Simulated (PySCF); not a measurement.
C3H4, SMILES C(C)#C (connectivity only; charge and spin as stated), charge +1, multiplicity 2. Atoms are numbered in the order given.

```xyz
7

C     -0.0138     1.2243     0.0000
C     -0.0147    -0.1840     0.0000
C      0.0027    -1.4264     0.0000
H      0.5775     1.5808     0.8655
H      0.5775     1.5808    -0.8655
H     -1.0147     1.6563     0.0000
H      0.0147    -2.5007     0.0000
```
Charge +1, spin multiplicity 2.

Geometry: B3LYP-D3(BJ)/def2-TZVP. The geometry has at least one imaginary mode, so it is a saddle point at that level. The spin state was assumed, not searched.

Method: B3LYP/def2-TZVPD (PySCF).

Mulliken values depend strongly on the basis, most of all with diffuse functions as here. ESP charges are fitted to the potential on shells at 1.4 to 2.0 van der Waals radii. Atomic charges (e):

```json
[
 {"atom": "C1", "meta-Löwdin": "-0.32", "ESP fit": "-0.53", "Mulliken spin": "0.00"},
 {"atom": "C2", "meta-Löwdin": "0.28", "ESP fit": "[?]", "Mulliken spin": "0.27"},
 {"atom": "C3", "meta-Löwdin": "0.12", "ESP fit": "-0.08", "Mulliken spin": "0.62"},
 {"atom": "H4", "meta-Löwdin": "0.23", "ESP fit": "[?]", "Mulliken spin": "0.06"},
 {"atom": "H5", "meta-Löwdin": "0.23", "ESP fit": "[?]", "Mulliken spin": "0.06"},
 {"atom": "H6", "meta-Löwdin": "0.20", "ESP fit": "[?]", "Mulliken spin": "-0.01"},
 {"atom": "H7", "meta-Löwdin": "0.25", "ESP fit": "[?]", "Mulliken spin": "-0.01"}
]
```

Task: Fill in the missing entries. (Estimate from the structure and the level; the computed values follow.)

Result: 
- C2, ESP fit: 0.43
- H4, ESP fit: 0.28
- H5, ESP fit: 0.28
- H6, ESP fit: 0.27
- H7, ESP fit: 0.35
